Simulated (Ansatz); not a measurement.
Scan of BO, quartet

Starting geometry (PBE0/def2-TZVP stationary point for this spin):

```yaml
atoms:
  - { symbol: B, position_ang: [0.0000, 0.0000, 0.0000] }
  - { symbol: O, position_ang: [0.0000, 0.0000, 1.4032] }
```

From there O2 moves along the line of the two atoms named below, all else staying in place; atoms are numbered as listed. Energies are in kcal/mol, counted from the starting geometry at the same level.

Basis 6-31G; Ansatz 0.2.0. Only valence electrons are correlated (noble-gas cores frozen). R marks a restricted (for open shells ROHF) determinant, U an unrestricted one.

Unrestricted rows (U) aren't spin-pure: their determinants' ⟨S²⟩ exceeds S(S+1) by up to 0.13, so they mix in states of higher spin. Coupled cluster chose its determinant by a search with trial CCSD, here up to 0.25 eV above the lowest Hartree–Fock solution of its kind. The determinant at some points fills πx and πy unequally, so it is a mixture of Σ and Δ, which weighs on every level built on one determinant. The highest cluster run ends over 0.1 eV above full CI (CCSDT or CCSDTQ; CCSD(T) where those didn't converge) at 2.192, so misses of HF, MP2 and cluster levels there may hold a gap between states. The reference follows the lowest state, whose symmetry changes from Σ⁺ or Δ to Π between 2.615 and 3.068.

Full CI is exact within this basis and frozen core; it isn't the basis-set limit. The frozen core follows each run's orbitals, which can shift R against U totals by a few meV.

```csv
distance B1-O2 (Å),full CI,unpaired electrons (full CI),error UHF,error UMP2,error UCCSD,error RCCSD(T),error BCCD(T),error RCCSDTQ
1.119,79.1,3.36,-5.7,0.6,-0.3,-0.6,-0.7,0.0*
1.248,22.1,3.38,-2.9,0.3,-0.1,-0.3,-0.3,0.0*
1.403,0.0,3.39,0.0,0.0,0.0,0.0,0.0,0.0*
1.573,2.0,3.41,2.7,0.2,-0.1,0.1,0.2,0.0*
1.674,8.7,3.43,3.8,1.1,-0.3,0.0,0.1,0.0*
1.955,30.4,3.49,-3.0,8.1,-3.0,-1.2,-1.0,0.1*
2.192,41.6,3.48,-13.5,3.6,-5.8,-3.5,-3.3,3.2*
2.615,45.2,3.42,-19.5,-0.4,-7.8,-5.0,-5.0,0.0*
3.068,44.4,3.10,-20.5,-1.1,-8.3,-5.4,-5.3,0.0
3.853,44.9,3.18,-21.0,-1.3,-8.4,-5.4,-5.4,0.0
4.739,45.3,3.41,-21.1,-1.3,-8.4,-5.5,-5.4,0.0*
```

An asterisk marks runs whose energy the program itself flagged as in doubt.

Unpaired electrons are Σ n²(2−n)² over natural occupations. Errors are those of relative energies. In total energy the starting point itself misses full CI by: UHF 84.3, UMP2 18.9, UCCSD 9.0, RCCSD(T) 5.7, BCCD(T) 5.6, RCCSDTQ 0.0 kcal/mol.

Spread of the error over the points with a reference, to 4.739 Å (largest less smallest): RCCSDTQ 3.3, RCCSD(T) 5.5, BCCD(T) 5.6, UCCSD 8.4, UMP2 9.4, UHF 24.9 kcal/mol.

Going outwards, the relative energy of UMP2 first misses by more than 1.0 kcal/mol at 1.674 Å.

Going outwards, the relative energy of UCCSD first misses by more than 1.0 kcal/mol at 1.955 Å.

Going outwards, the relative energy of RCCSD(T) first misses by more than 1.0 kcal/mol at 1.955 Å.

Going outwards, the relative energy of BCCD(T) first misses by more than 1.0 kcal/mol at 1.955 Å.
